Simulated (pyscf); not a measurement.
allene (H₂C=C=CH₂) + methanol (H₃C–OH) → H₂C=C(CH₃)–CH₂–OH, an addition across a multiple bond or ene-type step (singlet surface; C–O broken, C–O, C–C formed). Single points on ωB97X-D3(BJ)/def2-SVP structures (PySCF, gas phase). Energies in kcal/mol from the separated reactants.

Small-basis levels: PySCF, no dispersion term, spherical d functions. 

Task: In single points HF/STO-3G puts the saddle at 102.1 kcal/mol and the reaction energy at -63.4 kcal/mol. Should these be trusted to within a few kcal/mol? Compare with ωB97M-D3(BJ)/def2-TZVP.

Result: ωB97M-D3(BJ)/def2-TZVP gives ΔE‡ = 82.1 kcal/mol and ΔE = -39.0 kcal/mol. HF/STO-3G lies 20.0 kcal/mol over it in the barrier and 24.4 kcal/mol under it in the reaction energy, so on this step it does not hold to within 3.0 kcal/mol. ωB97M-D3(BJ)/def2-TZVP has limits of its own. On the product side the descent ends in a point that may be a rotor saddle (no frequency run), 1.4 kcal/mol over the lowest minimum found and 123.3 kcal/mol under the saddle at ωB97X-D3(BJ)/def2-TZVP. From the product side, •H₂C–C(=CH₂)–CH₃ + OH• lies, by one bond made or cut, 35.5 kcal/mol under this saddle at ωB97M-D3(BJ)/def2-TZVP. H₂C=C(CH₃)–CH₂–OH lies 18.5 kcal/mol over its isomer H₃C–CH₂–C(CH₃)=O (electronic energy, ωB97M-D3(BJ)/def2-TZVP). This is the saddle that the search found; another between the same sides may lie lower.
